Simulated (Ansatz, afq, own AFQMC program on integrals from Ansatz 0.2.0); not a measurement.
**B, quartet in cc-pVTZ, levels against full CI**

A free B atom.

Basis cc-pVTZ. Only valence electrons are correlated. Ansatz 0.2.0 and our own AFQMC program on the same integrals; the CISD trial comes from CCSD amplitudes, and released means the phaseless constraint is let go. Free AFQMC starts from the CCSD state and is never constrained. Its projection time is finite, and what remains of the start isn't in its error. Uncertainties: one standard error, sampling alone.

Determinant: UHF, the one that the program's search chose, which needn't be the lowest solution.

Full CI on the same integrals is exact in this basis and with this determinant's frozen core.

Cautions: another spin lies lower (by 3.57 eV).

The T1 diagnostic is 0.0034 and the weight of the determinant in the CISD state is 0.989. The ⟨S²⟩ of the determinant is 3.750 and the size of the correlated space is 3 electrons in 29 orbitals.

```csv
level,correlation energy (eV)
MP2,-0.3054
CCSD,-0.4342
CCSD(T),-0.4369
```

Task: Estimate where free-projection AFQMC lies against CCSD(T) on the same integrals.

Result: 0.02 ± 0.007 kcal/mol below CCSD(T).

Reference: full CI, correlation energy -0.438 eV. The released energy is read at 2.40 1/Eh (meV from the phaseless value at times in 1/Eh: 0.1 ± 0.4 at 0.24, -0.2 ± 0.4 at 0.51, 0.0 ± 0.4 at 0.99, -0.1 ± 0.5 at 1.62, 0.4 ± 0.4 at 2.40).

| level | E − E(reference) (kcal/mol) | share of correlation (%) |
| --- | --- | --- |
| CCSD(T) | 0.03 | 99.75 |
| ph-AFQMC/CISD | -0.01 ± 0.008 | 100.09 |
| released AFQMC | 0.00 ± 0.01 | 100.00 |
| free AFQMC | 0.00 ± 0.007 | 99.98 |

Free projections are given only where their last times agree within the noise and don't stop above the reference; a slow remainder of the start can still hide under it. A walk keeps the symmetry of its determinant, which the program's search chose and which needn't be the lowest solution, so a lower state of the same spin and another symmetry isn't excluded. Released energies are given only where the last usable release times agree within the noise; a slower fall can still hide under it.
